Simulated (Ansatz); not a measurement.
C4H6O can be A, `C=COC=C`, or B, `C=CCC=O`.

Program: Ansatz. Geometries: PBE0-D4/def2-TZVP. ΔE: electronic, gas phase. CCSD(T)/CBS is the MP2 limit (def2-TZVPP, def2-QZVPP) plus CCSD(T) − MP2 in def2-TZVPP, frozen cores. Functionals use def2-TZVPP. B3LYP here is the variant with VWN-RPA as its local correlation; programs differ in this. Each species was taken in one conformer, which may not be the lowest.

Q: Which isomer does CCSD(T)/CBS put lower? Give the gap. (Best estimate.)

A: The calculation gave: B, by 15.3 kcal/mol.

Q: Give E(B) − E(A) in kcal/mol with B3LYP-D4, CCSD(T)/def2-TZVPP, ωB97M-V, PBE-D4, CCSD(T)/def2-SVP, BLYP-D4, MP2/def2-TZVPP. (Estimate.)

A: Computed: B3LYP-D4 -13.9, CCSD(T)/def2-TZVPP -15.9, ωB97M-V -15.0, PBE-D4 -13.7, CCSD(T)/def2-SVP -18.8, BLYP-D4 -13.4, MP2/def2-TZVPP -16.7. None reverses the order clearly.

Q: Does the order hold for the free energy at 298.15 K (harmonic terms from PBE0-D4)? (Best estimate.)

A: The calculation gave: Yes: G(B) − G(A) = -16.1 kcal/mol, for one conformer each.

Largest T1 diagnostic: 0.013.

At CCSD(T), def2-SVP lies −3.5 kcal/mol from the extrapolated value and def2-TZVPP −0.5 kcal/mol. From PBE to PBE0 (25 % exact exchange), in def2-TZVPP and without D4, E(B) − E(A) moves by −0.9 kcal/mol.
